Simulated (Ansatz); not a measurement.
Input for Ansatz (development build ahead of 0.2.0):

```yaml
crystal:
  periodic: [false, false, false]
  atoms:
    - { symbol: S, position_ang: [0.0, 0.0, 0.0] }
    - { symbol: S, position_ang: [0.0, 0.0, 2.15] }
basis:
  gaussian: { orbitals: def2-SVP }
magnetization:
  spin_polarized: true
  initial_magnetization: 2
hamiltonian:
  xc: hf
correlation:
  method: mp2
  frozen_orbitals: { S: 5 }
output:
  forces: true
```

The input is written out in the form of the current development build from the run's settings.

The run gave:

| Item | Value |
| --- | --- |
| Converged | yes |
| Reference energy | -794.77562 hartree |
| Correlation energy | -0.21651 hartree |
| Total energy | -794.99213 hartree |
| Spin squared of the determinant | 2.018 |
| Stability test | minimum |

Forces (eV/Å):
```json
{"atom": "S1", "Fx": "0.000", "Fy": "0.000", "Fz": "5.142"}
{"atom": "S2", "Fx": "0.000", "Fy": "0.000", "Fz": "-5.142"}
```

Caution: bonds are stretched, where a single reference can fail.
